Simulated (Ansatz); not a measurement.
C2H4O2 (`C1OCO1`). Total charge 0; spin multiplicity 1. All single points use the PBE0-D4/def2-TZVP geometry.

```xyz
8

C     0.352   -0.024    0.908
O     0.696   -0.702   -0.288
C    -0.353    0.023   -0.908
O    -0.698    0.700    0.289
H     0.000   -0.700    1.698
H     1.158    0.624    1.280
H    -1.158   -0.623   -1.283
H     0.002    0.701   -1.696
```

**Question.** What is the dipole moment at B3LYP/def2-TZVPP? (Best estimate.)

**Answer.** The calculation gave: 0.00 D, zero by symmetry or nearly so.

**Question.** Give the Mulliken charges with B3LYP, r2SCAN, ωB97M-V in def2-TZVPP. (Estimate.)

**Answer.** The calculation gave: 
```csv
atom,B3LYP,r2SCAN,ωB97M-V
C1,0.21,0.32,0.16
O2,-0.37,-0.38,-0.35
C3,0.21,0.32,0.16
O4,-0.37,-0.38,-0.35
H5,0.08,0.03,0.10
H6,0.08,0.03,0.10
H7,0.08,0.03,0.10
H8,0.08,0.03,0.10
```

B3LYP here is the variant with VWN-RPA as its local correlation; programs differ in this.

Results of the Gaussian-basis code of Ansatz.
